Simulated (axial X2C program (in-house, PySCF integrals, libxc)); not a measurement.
Testing model relations on LiNa⁺

A bond curve at the CCSD(T) level, two-component, was computed with an in-house all-electron X2C program for linear molecules (integrals from PySCF) (basis Na dyall-cv3z [9s8p5d2f], Li dyall-cv3z [7s8p2d] (cores contracted in-house)) for the state Ω = 1/2 (⟨Sz⟩ = 0.50, ⟨Lz⟩ = 0.00 at HF). Its fit gives Re = 3.3878 Å, ωe = 190.3 cm⁻¹, ωexe = 0.937 cm⁻¹ and αe = 2.273e-03 cm⁻¹; the masses are 22.9898 and 7.0160 u. Two-component means X2C with spin–orbit coupling and atomic mean-field Coulomb and Gaunt terms.

Correlated methods: 9 electrons correlated (number of frozen shells: Na 1 s; Li 1 s), 195 virtual spin orbitals or spinors in MP2, 59 natural virtuals in coupled cluster.

**Question.** Find the reduced mass, Be and the force constant.

**Answer.** From the CCSD(T) values: μ = 5.3755 u. Be = 16.8576/(μ Re²) = 0.2732 cm⁻¹. k = 5.8918×10⁻⁷ μ ωe² = 0.115 mdyn/Å.

**Question.** Estimate De from a Morse curve and compare with the computed well depth of 1.005 eV to Na+ + Li.

**Answer.** De(Morse) = ωe²/(4ωexe) = 1.198 eV against 1.005 eV computed, a ratio of 1.19. The extrapolation overshoots: the well softens faster than a Morse curve, or the lowest atomic limit lies below the one to which the curve heads.

**Question.** A Morse curve ties αe to the other constants (Pekeris). How well does that hold?

**Answer.** αe(Morse) = 6Be²/ωe × (√(ωexe/Be) − 1) = 2.005e-03 cm⁻¹; the CCSD(T) curve gives 2.273e-03 cm⁻¹, a ratio of 0.88.

**Question.** Estimate the centrifugal constant by the Kratzer relation.

**Answer.** D = 4Be³/ωe² = 2.25e-06 cm⁻¹.

**Question.** Where do the fundamental and the first overtone lie?

**Answer.** ν(1←0) = ωe − 2ωexe = 188.4 cm⁻¹; ν(2←0) = 2ωe − 6ωexe = 375.0 cm⁻¹.

One determinant describes the state; a PBE0 search over occupations chose it and may have missed a lower one. De is counted from the lowest determinant-based energies of the atoms at the same level, without counterpoise correction. Coupled cluster ran in a truncated set of natural virtual spinors; the MP2 energy of the rest was added. (T) has no such correction and the atoms are truncated less, which lowers De at CCSD(T) by a hundredth of an eV or more.
